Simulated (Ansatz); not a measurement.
# PF₃ (singlet): the correlation ladder, cc-pV(D+d)Z

An exercise on one series of results from a longer session: the logs are not shown, and one member is left open.

Method: cc-pV(D+d)Z, core rule «outside noble gas», up to 8 orbitals frozen; program: Ansatz 0.2.0, Gaussian basis.

Plan: UHF; CCSD(T) on RHF; BCCD(T) on RHF; CISD; CCSDT(Q) on RHF.

14 further runs of the same task are left out: 4 for a known fault of the program, 1 that didn't finish, 9 set aside as unsound or not needed.

### What is computed

The geometry is an MP2(full)/6-31G* stationary point (not a proven minimum).

4 atoms, charge 0, spin multiplicity 1.

Atoms are counted from 1 here; the program's logs count them from 0.

Bond lengths: P1–F2 1.593 Å, P1–F3 1.593 Å, P1–F4 1.593 Å. Angles: F2–P1–F3 97.6°, F2–P1–F4 97.6°, F3–P1–F4 97.6°.

Geometry (Å):

| atom | x (Å) | y (Å) | z (Å) |
| --- | --- | --- | --- |
| P1 | 0.00000 | 0.00000 | 0.51074 |
| F2 | 0.00000 | 1.38386 | -0.27756 |
| F3 | 1.19846 | -0.69193 | -0.27756 |
| F4 | -1.19846 | -0.69193 | -0.27756 |

Set-up of the first run:

Contents of in.yaml:

```yaml
crystal:
  periodic: [false, false, false]
  atoms:
    - {symbol: P, position_ang: [0.000000, 0.000000, 0.510743]}
    - {symbol: F, position_ang: [0.000000, 1.383861, -0.277561]}
    - {symbol: F, position_ang: [1.198459, -0.691931, -0.277561]}
    - {symbol: F, position_ang: [-1.198459, -0.691931, -0.277561]}
basis:
  gaussian: {orbitals: "cc-pV(D+d)Z.json"}
magnetization: {spin_polarized: true, initial_magnetization: 0}
hamiltonian: {xc: hf}
output: {orbitals: {seedname: orbitals}}
```

Run with:

```sh
> ansatz run in.yaml --threads 1 --pin off --events-out ev --progress --plain --max-ram 4096MiB --backend cpu
```

Among the steps run: UHF; CCSD(T) on RHF; BCCD(T) on RHF; CISD; CCSDT(Q) on RHF.

One of the session's tables, all rows but one given; the rest of the session is left out.

| method | from RCCSDT(Q) (kcal/mol) |
| --- | --- |
| RHF | +439.53 |
| RMP2 | +17.07 |
| CISD | +59.86 |
| RCCSD | +9.79 |
| RCCSD(T) | +1.48 |
| BCCD(T) | ? |
| RCCSDT | +1.10 |
| RCCSDT(Q) | 0 |

Estimate the missing values for BCCD(T).

**Answer.** from RCCSDT(Q) (kcal/mol): +1.20. In the column «from RCCSDT(Q) (kcal/mol)» it lies between RCCSDT (+1.10) and RCCSD(T) (+1.48).
